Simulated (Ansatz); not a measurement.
C4H8 can be A, `C/C=C/C`, or B, `C/C=C\C`.

Isolated molecules relaxed with PBE0-D4/def2-TZVP in Ansatz; ΔE leaves out vibrations. CCSD(T)/CBS is the MP2 limit (def2-TZVPP, def2-QZVPP) plus CCSD(T) − MP2 in def2-TZVPP, frozen cores. Double bonds are as drawn, so ΔE can hold a change between cis and trans. DFT in def2-TZVPP.

Question: Which is lower in electronic energy at CCSD(T)/CBS, and by how much? (Best estimate.)

Answer: Computed: A, by 4.3 kJ/mol.

Question: Give E(B) − E(A) in kJ/mol with MP2/def2-TZVPP, r2SCAN-D4, LDA (SPW92), CCSD(T)/def2-TZVPP, ωB97M-V, HF/def2-TZVPP, CCSD/def2-TZVPP. (An estimate is asked.)

Answer: Ansatz gave: MP2/def2-TZVPP 4.7, r2SCAN-D4 4.7, LDA (SPW92) 3.1, CCSD(T)/def2-TZVPP 4.7, ωB97M-V 4.6, HF/def2-TZVPP 6.8, CCSD/def2-TZVPP 5.0. None reverses the order clearly.

Question: Does the order hold for the free energy at 298.15 K (harmonic terms from PBE0-D4)? (Estimate.)

Answer: Ansatz gave: Yes: G(B) − G(A) = +3.6 kJ/mol.

Largest T1 diagnostic: 0.010.

Leaving LDA and LC-ωPBE aside and taking each functional with its dispersion term where it has one, the values, not all of them listed here, spread over 1.4 kJ/mol, from revPBE-D4 to B2PLYP.
